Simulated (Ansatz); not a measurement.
A nudged elastic band was laid between two geometries of AlCl2H (4 atoms, charge 0, multiplicity 1).

These are results of RKS PBE0-D4/cc-pVDZ in Ansatz, not measurements.

- movable images: 7
- climbing image: yes
- spring: 5.0 eV/Å²
- optimiser: quadratic models (default)
- start path: through a guess of the saddle point
- force threshold: 0.05 eV/Å
- iteration limit: 60
- end points: relaxed

Initial state:

```xyz
4
Properties=species:S:1:pos:R:3
Al 0.319 0.000 0.349
H 0.090 0.000 1.903
Cl 2.269 0.000 -0.465
Cl -1.312 0.000 -0.997
```

Final state:

```xyz
4
Properties=species:S:1:pos:R:3
Al -1.405 0.000 0.377
H 2.063 0.000 1.742
Cl 1.830 0.000 0.470
Cl -1.122 0.000 -1.799
```

**Question.** Which bonds break or form, and what moves?

**Answer.** Bonds broken: Al1–H2, Al1–Cl3. Bonds formed: H2–Cl3. AlCl2H becomes AlCl + ClH.

**Question.** What energy profile does the band end with?

**Answer.** It converged. The highest image is number 3 of 0 to 8, 2.75 eV above the first end and 0.82 eV above the last; the last end lies 1.93 eV above the first. Neighbouring images differ by up to 1.3 eV, so the band resolves the path poorly. A vibrational analysis at the climbing image gives one clearly imaginary mode, 1030i cm⁻¹: a first-order saddle point. The orbitals stay closed-shell, which can raise the energy where a bond breaks towards radicals; this wasn't checked here.

```tsv
image	path coordinate (Å)	energy (eV)	Al1–H2 (Å)	Al1–Cl3 (Å)	H2–Cl3 (Å)
0	0.00	0.00	1.57	2.11	3.22
1	0.51	0.39	1.56	2.12	2.71
2	1.02	1.67	1.57	2.23	2.17
3	1.53	2.75	1.70	2.51	1.67
4	1.89	2.33	2.00	2.76	1.38
5	2.26	2.05	2.44	3.14	1.31
6	2.62	1.98	2.92	3.28	1.29
7	2.98	1.94	3.34	3.25	1.29
8	3.35	1.93	3.73	3.24	1.29
```

**Question.** What is the geometry of the highest image?

**Answer.** 
```xyz
4
Properties=species:S:1:pos:R:3
Al -0.374 0.000 0.550
H 1.082 0.000 1.435
Cl 2.091 0.000 0.104
Cl -1.432 0.000 -1.300
```

Time of the run: 2.1 min on 1 thread of AMD EPYC 7R43 64-Core Processor (Zen 3), on a shared host, peak memory 0.14 GiB.
